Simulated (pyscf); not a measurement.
**Routes from NH₃ (SMILES N) + HN=SiH₂ (SMILES N=[SiH2])**

Candidate steps break at most two bonds and form at most two. Each was searched with GFN2-xTB (tblite) first. PySCF, gas phase, ωB97X-D3(BJ)/def2-SVP geometries. MP2 and CC: frozen core, UHF for open shells. ΔMP2 is the change of the MP2 total energy from the triple- to the quadruple-zeta basis. Energies: CCSD(T)/def2-TZVPP + ΔMP2(QZVPP), kJ/mol, from the separated reactants, singlet surface; ΔG‡ with ideal gas, 1 atm, RRHO with modes under 100 cm⁻¹ raised to 100, one conformer, R ln 2 for chiral ones without a mode under 150 cm⁻¹.

| products | type | ΔE‡ | ΔE | ΔG‡ 298 K | ΔG‡ 900 K | ν‡ (cm⁻¹) |
|---|---|---|---|---|---|---|
| H₂N–SiH₂–NH₂ | addition across a multiple bond or ene-type step | -56.5 | -278.2 | -11.5 | 84.3 | 1087i |
| H₂N–SiH: [singlet] + NH₃ | concerted two-bond exchange | 109.2 | -64.7 | 152.3 | 240.3 | 1262i |
| H₂N–NH–SiH₃ | addition across a multiple bond or ene-type step | 362.3 | -30.0 | 394.3 | 479.2 | 1657i |

Row 1: On the reactant side the descent ends in an adduct with a N–Si contact, 94.0 kJ/mol under the separated species and 22.3 kJ/mol under the saddle at ωB97X-D3(BJ)/def2-TZVP. Row 2: On the reactant side the descent ends in a complex, 21.1 kJ/mol under the separated species and 122.7 kJ/mol under the saddle at ωB97X-D3(BJ)/def2-TZVP. On the product side the descent ends in a complex, 25.6 kJ/mol under the separated species and 195.1 kJ/mol under the saddle at ωB97X-D3(BJ)/def2-TZVP. Row 3: On the reactant side the descent ends in an adduct with a N–Si contact (not fully relaxed), 88.2 kJ/mol under the separated species and 500.5 kJ/mol under the saddle at ωB97X-D3(BJ)/def2-TZVP. 

Plain bond fissions and candidates not yet searched are not listed, and one of them may be faster. Each barrier is that of the saddle found; lower ones may exist. A restricted solution here is unstable towards spin polarisation, so biradical character is likely and single-reference numbers are less safe. The CCSD(T) − MP2 part came from Ansatz, without density fitting, on the same reference. The largest closed-shell T1 diagnostic is 0.056, which may signal static correlation.
